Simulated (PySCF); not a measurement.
Species: `O=[S@@](C=C)C`. The columns A, B, C and D hold Mulliken, IAO, Hirshfeld and ESP-fitted charges (e) of one PBE0/pcSseg-1 density (PySCF), in a shuffled order. Coordinates in Å (GFN2-xTB); the density's dipole moment is (-0.87, -0.11, -3.39) D.

```csv
atom,x,y,z,A,B,C,D
C1,1.873,-0.152,-0.257,-0.212,-0.107,-0.085,-0.296
C2,0.789,0.531,-0.552,-0.227,-0.395,-0.076,-0.333
S3,-0.427,0.912,0.749,+0.322,+0.643,+0.339,+1.111
C4,-1.695,-0.245,0.043,-0.493,-0.401,-0.131,-0.574
O5,0.073,0.277,1.967,-0.416,-0.614,-0.354,-0.901
H6,2.637,-0.398,-0.975,+0.134,+0.135,+0.060,+0.166
H7,2.014,-0.495,0.757,+0.166,+0.152,+0.048,+0.175
H8,0.547,0.938,-1.519,+0.179,+0.137,+0.049,+0.158
H9,-1.271,-1.240,-0.025,+0.188,+0.157,+0.049,+0.167
H10,-1.991,0.122,-0.932,+0.158,+0.135,+0.049,+0.158
H11,-2.545,-0.248,0.718,+0.202,+0.158,+0.053,+0.168
```

Task: Which column most likely holds the ESP-fitted charges?

Result: A. Σ q r misses the density's dipole by 0.04 D (A), 0.81 D (B), 1.33 D (C), 3.34 D (D). Charges fitted to the outside potential are the only set here that is tied to the molecule's multipoles.

Task: And the Hirshfeld charges?

Result: C. The mean sizes are 0.118 e (C), 0.245 e (A), 0.276 e (B), 0.383 e (D), and Hirshfeld charges are commonly the smallest of these schemes.

As computed, A = ESP-fitted, B = Mulliken, C = Hirshfeld, D = IAO. Hydrogens on carbon: ESP-fitted +0.13 to +0.20, Mulliken +0.13 to +0.16, Hirshfeld +0.05 to +0.06, IAO +0.16 to +0.18 e.

The Hirshfeld scheme weights the molecular density at each point by an atom's share of the summed free-atom densities. The Mulliken scheme counts on each atom the diagonal of the density matrix times the overlap matrix over that atom's basis functions.

The structure is a single GFN2-xTB conformer in the gas phase; no vibrational or solvent corrections.

These values come from a run that also computed NMR shieldings. On an Arm Neoverse V1 with one thread (shared host), this took 9.1 s of wall time.

The values belong to the conformer `[CH2:1]=[CH:2][S@@:3]([CH3:4])=[O:5]`: C1–C2–S3–C4 -110°.
